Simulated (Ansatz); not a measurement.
# H3O+ (SMILES [OH3+]): a relaxed scan of the bond length O1–H4

One table from this session's results is given with a row withheld; the runs are named, their logs left out.

The runs use Ansatz 0.2.0, Gaussian basis; single points in def2-TZVPP.

Levels: PBE-D4, r2SCAN-D4, PBE0-D4, B3LYP-D4, wB97M-V, Hartree-Fock, MP2, CCSD, CCSD(T). The scan takes 0.880, 0.900, 0.929, 0.962, 1.000, 1.040, 1.082, 1.127, 1.174 Å.

Cores are frozen in the correlated methods. B3LYP uses VWN-RPA correlation.

18 further runs of the same task are left out: 18 set aside as unsound or not needed.

## Starting geometry

SMILES `[OH3+]`, 4 atoms, charge 1, spin multiplicity 1.

Atoms are counted from 1 here; the program's logs count them from 0.

Bond lengths: O1–H2 0.983 Å, O1–H3 0.983 Å, O1–H4 0.984 Å. Angles: H2–O1–H3 112.0°, H2–O1–H4 112.0°, H3–O1–H4 112.0°.

Geometry (Å):

```xyz
4

O     0.19605   -0.06102   -0.05690
H     0.21423    0.91944    0.01647
H    -0.41341   -0.36662   -0.76568
H     0.00313   -0.49180    0.80612
```

Set-up of the first run:

The input, relax/in.yaml:

```yaml
crystal:
  periodic: [false, false, false]
  atoms:
    - {symbol: O, position_ang: [0.196050, -0.061020, -0.056900]}
    - {symbol: H, position_ang: [0.214230, 0.919440, 0.016470]}
    - {symbol: H, position_ang: [-0.413410, -0.366620, -0.765680]}
    - {symbol: H, position_ang: [0.003130, -0.491800, 0.806120]}
basis:
  gaussian: {orbitals: def2-TZVP}
total_charge: 1
hamiltonian: {xc: pbe0, dispersion: d4}
relax: {f_tol: 0.005, max_steps: 200}
```

No record of the launch command was kept for these runs.

Steps of the session up to this table: Relaxation at PBE0-D4; Reference energies at the minimum; O1–H4 = 0.880 Å; O1–H4 = 0.900 Å; O1–H4 = 0.929 Å; O1–H4 = 0.962 Å; O1–H4 = 1.000 Å; O1–H4 = 1.040 Å; O1–H4 = 1.082 Å; O1–H4 = 1.127 Å; O1–H4 = 1.174 Å.

One table of the session follows, with a row left open; its other results are not shown here.

Energies less that of the minimum at the same level (meV):

```
bond length (Å)  PBE-D4  PBE0-D4  B3LYP-D4  wB97M-V  Hartree-Fock
          0.880     320      274       285      278           191
          0.900     201      163       173      167            97
          0.929      82       58        65       61            16
          0.962      13        5         7        6            -9
0.978 (minimum)       0        0         0        0             0
          1.000       2       12         9       11            31
          1.040      52       82        73       78           136
          1.082       ?        ?         ?        ?             ?
          1.127     308      380       357      370           511
          1.174     500      595       564      580           767
```

Estimate the missing values for bond length (Å) = 1.082.

Worked estimate for «PBE-D4». A straight line through the neighbours (1.040, 52) and (1.127, 308) gives 52 + (308 − 52) × (1.082 − 1.040) / (1.127 − 1.040) = 176; a parabola fitted to 4 rows on both sides gives 156.

The run gave: PBE-D4: 155; PBE0-D4: 206; B3LYP-D4: 190; wB97M-V: 199; Hartree-Fock: 297. In «PBE-D4» the line misses by +21 and the parabola by +1.

Caveats from the session: A polynomial through the near points puts the CCSD(T) minimum 0.001 Å below the PBE0-D4 value.
